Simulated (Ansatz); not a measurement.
# H4NPSi: the cost of one run

Method: UKS r2SCAN-D4/def2-SVP, in Ansatz 0.2.0.

**1. The starting structure**

Bond lengths: N1–Si2 1.663 Å, N1–P3 1.525 Å, Si2–P3 2.595 Å, N1–H4 0.999 Å, Si2–H5 1.495 Å, Si2–H6 1.489 Å, P3–H7 1.435 Å. Angles: N1–Si2–P3 33.8°, N1–Si2–H5 110.5°, N1–Si2–H6 114.7°, P3–Si2–H5 95.9°, P3–Si2–H6 95.4°, H5–Si2–H6 112.7°, Si2–N1–P3 108.9°, Si2–N1–H4 109.7°, P3–N1–H4 115.6°, N1–P3–Si2 37.3°, N1–P3–H7 102.6°, Si2–P3–H7 91.2°.

Coordinates:

```xyz
7

N    -0.6575   -0.6903    0.1593
Si   -0.5761    0.9670    0.0552
P     0.6832   -1.2214    0.6563
H    -0.9750   -1.0664   -0.7100
H     0.3476    1.3790   -1.0462
H    -0.2820    1.6569    1.3418
H     1.5210   -1.0928   -0.5019
```

**2. Relaxing end A**

Contents of input.yaml:

```yaml
crystal:
  periodic: [false, false, false]
  atoms:
    - { symbol: "N", position_ang: [-0.6575, -0.6903, 0.1593] }
    - { symbol: Si, position_ang: [-0.5761, 0.967, 0.0552] }
    - { symbol: P, position_ang: [0.6832, -1.2214, 0.6563] }
    - { symbol: H, position_ang: [-0.975, -1.0664, -0.71] }
    - { symbol: H, position_ang: [0.3476, 1.379, -1.0462] }
    - { symbol: H, position_ang: [-0.282, 1.6569, 1.3418] }
    - { symbol: H, position_ang: [1.521, -1.0928, -0.5019] }
magnetization:
  spin_polarized: true
basis:
  gaussian: { orbitals: def2-SVP }
hamiltonian:
  xc: r2scan
  dispersion: d4
relax:
  f_tol: 0.02
  max_steps: 50
output:
  orbitals: {}
```

Run with:

```sh
$ ansatz run input.yaml --threads 2 --pin off --max-ram 3072MiB --backend cpu --events-out ev --progress --plain --runs-dir out
```

**Question.** How long does this run take on 2 threads of Arm Neoverse N1, shared host, and how much memory does it need?

About 1.8 min, with a peak of 0.2 GiB.
